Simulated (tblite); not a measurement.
C4H4F (charge +1).
Cartesian coordinates in Å at the GFN2-xTB level; atoms count from 1:
```xyz
9
C4H4F angstrom
F      1.6829   -0.6807   -0.9930
C      1.3420    0.0156    0.1330
C     -0.1322    0.0666    0.0954
C     -1.2967    0.6295   -0.4008
C     -1.3555   -0.5475    0.3090
H      1.7153   -0.5427    1.0018
H      1.7933    1.0142    0.0625
H     -1.7988    1.4037   -0.9476
H     -1.9367   -1.3527    0.7144
```

Level: GFN2-xTB in tblite, geometry and Hessian alike; calculated harmonic values, unscaled, isolated species. Errors from tens to a few hundred cm⁻¹ against measured bands are possible. One conformer, not necessarily the lowest. The optimisation stopped once no atom felt more than 0.01 eV/Å.

Lowest wavenumbers of the output (negative numbers stand for imaginary wavenumbers):
```
mode    cm-1
  1    -135.8
  2     149.9
  3     315.1
  4     547.9
  5     787.3
  6     813.3
  7     840.6
  8     878.2
  9     893.1
 10     980.3
```

Question: Is this structure a minimum?

Answer: No. 1 mode is imaginary beyond 20i (136i cm⁻¹), so at this level the point lies at or near a first-order saddle.

Question: Which atoms move in the imaginary mode?

Answer: 136i: C4 (unsaturated ring CH carbon) 19 %, C5 (unsaturated ring CH carbon) 19 %, F1 (alkyl fluorine) 19 %, C2 (sp3 C–F carbon) 12 %. These are shares of the mass-weighted motion.

Question: What is the remedy?

Answer: Step along that mode in both directions, optimise again with tighter thresholds and repeat the frequencies. The zero-point energy of this point (39.2 kcal/mol) counts the 20 real modes alone, and thermal corrections from it aren't those of a minimum.
